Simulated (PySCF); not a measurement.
**A small calculation by hand: dipole moment from atomic charges**

formamide (CH3NO), SMILES NC=O. Atoms are numbered in the order given.

```xyz
6

N      0.1574    -1.0772     0.0000
C     -0.3841     0.1604     0.0000
O      0.2443     1.1897     0.0000
H      1.1586    -1.1765     0.0000
H     -0.4193    -1.8981     0.0000
H     -1.4909     0.1351     0.0000
```
Charge 0, spin multiplicity 1.

Geometry optimised at PBE0-D3(BJ)/def2-TZVP. One conformer was computed; it need not be the lowest.

Charges (e) from PBE0/def2-TZVPD (PySCF):

```json
[
 {"atom": "N1", "ESP fit": "-0.909", "IAO": "-0.528"},
 {"atom": "C2", "ESP fit": "0.600", "IAO": "0.330"},
 {"atom": "O3", "ESP fit": "-0.530", "IAO": "-0.491"},
 {"atom": "H4", "ESP fit": "0.433", "IAO": "0.294"},
 {"atom": "H5", "ESP fit": "0.390", "IAO": "0.291"},
 {"atom": "H6", "ESP fit": "0.016", "IAO": "0.104"}
]
```

The dipole moment of the full density is 3.95 D.

Question: What dipole moment does each set of point charges give, and which comes closer to that of the density?

Answer: 
μ = Σ q r, and 1 e Å = 4.8032 D.
ESP fit: Σ q r = (-0.189, -0.803, 0.000) e Å, |μ| = 3.96 D.
IAO: Σ q r = (-0.266, -0.847, 0.000) e Å, |μ| = 4.26 D.
ESP fit comes closer in size. Point charges leave out the atoms' own dipoles (lone pairs, polarised bonds); fits to the potential absorb them, partitions of the density don't.
